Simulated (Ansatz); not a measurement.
C3H4F2O (`FC(F)C1CO1`). Charge 0, multiplicity 1.

```xyz
10

F     1.066   -0.269   -2.007
C     0.606   -0.666   -0.797
F     1.628   -1.299   -0.167
C     0.178    0.521    0.007
C    -0.866    0.374    1.012
O    -1.137    0.969   -0.246
H    -0.212   -1.377   -0.954
H     0.935    1.295    0.114
H    -0.876    1.050    1.862
H    -1.322   -0.599    1.175
```

Question: Give the diagnostics of a CCSD(T)/def2-TZVPP run (frozen core, the Gaussian-basis code of Ansatz). (An estimate is asked.)

Answer: Ansatz gave: T1 = 0.0117, largest single amplitude 0.014, largest double 0.023, (T) share of the correlation energy 3.6 %, 9 CCSD cycles. The RHF solution is stable towards an unrestricted one. T1 lies under the customary mark of 0.02 for closed shells.
